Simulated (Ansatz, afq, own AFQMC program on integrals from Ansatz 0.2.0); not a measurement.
**HCl + Cl, doublet: a scan with AFQMC**

```xyz
3

Cl    0.0000    0.0000   -1.4353
H     0.0000    0.0000   -0.1565
Cl    0.0000    0.0000    1.5917
```

A hydrogen atom is moved from one rigid fragment to the other; the Cl1–H2 distance tells how far. The two fragments are held close together, so this isn't a minimum-energy path and the start is a compressed complex. Energies in kcal/mol count from this geometry (1.279 Å) at the same level; the start stands on UHF, each point on the determinant named.

Basis cc-pVTZ. Noble-gas cores (and the filled d shells of Ga–Kr and In–Xe) are frozen. AFQMC by an in-house program on the Cholesky factors that Ansatz 0.2.0 writes for its CCSD(T) run. The CISD trial takes its coefficients from CCSD amplitudes. Released means that phaseless walkers are propagated on without the constraint, phases kept. Uncertainties: one standard error, sampling alone.

Cautions, each for one point or more: the ph-AFQMC/CISD walk drifts between its halves; unrestricted determinant slightly spin contaminated.

```csv
r(Cl1–H2) / Å,det.,T1,weight,⟨S²⟩,r2SCAN,HF,CCSD(T)
1.393,UHF,0.013,0.85,0.79,-0.7,5.2,1.9
1.449,UHF,0.015,0.85,0.80,-0.3,7.8,3.3
1.506,UHF,0.015,0.85,0.81,-0.1,9.1,3.9
1.563,UHF,0.015,0.85,0.81,-0.3,8.3,3.5
1.677,UHF,0.012,0.85,0.78,-0.8,2.9,0.9
```

(1) Estimate the curve of CCSDT(Q), counted from the same start.

Results:

(1) 
```tsv
r(Cl1–H2) / Å	det.	T1	weight	⟨S²⟩	CCSDT(Q)	ph-AFQMC/CISD	released AFQMC
1.393	UHF	0.013	0.85	0.79	1.8	2.0 ± 0.2	–
1.449	UHF	0.015	0.85	0.80	3.1	3.3 ± 0.2	–
1.506	UHF	0.015	0.85	0.81	3.7	3.9 ± 0.2	4.0 ± 0.2
1.563	UHF	0.015	0.85	0.81	3.3	3.6 ± 0.2	3.6 ± 0.3
1.677	UHF	0.012	0.85	0.78	0.8	1.2 ± 0.2	1.0 ± 0.3
```

Weight is that of the determinant in the CISD state; at the start T1 is 0.011 and the weight 0.86, and ⟨S²⟩ is 0.77. A dash marks a missing value, a released energy that hasn't settled or a functional that sits on another state. Largest departures from CCSDT(Q), at the points where its series has closed: CCSD(T) 0.2 kcal/mol at 1.506 (on UHF), ph-AFQMC/CISD 0.4 kcal/mol at 1.677 (on UHF) (within the noise), released AFQMC 0.4 kcal/mol at 1.506 (on UHF) (within the noise), r2SCAN -3.8 kcal/mol at 1.506, HF 5.4 kcal/mol at 1.506 (on UHF). Functionals count only at points shown to share the start's state and spin. In total energy ph-AFQMC/CISD lies 18 ± 6 meV above CCSDT(Q) at the start, so its agreement along the curve rests in part on cancellation.

A walk keeps the symmetry of its determinant, which the program's search chose and which needn't be the lowest solution, so a lower state of the same spin and another symmetry isn't excluded. Released energies are given only where the last usable release times agree within the noise; a slower fall can still hide under it.
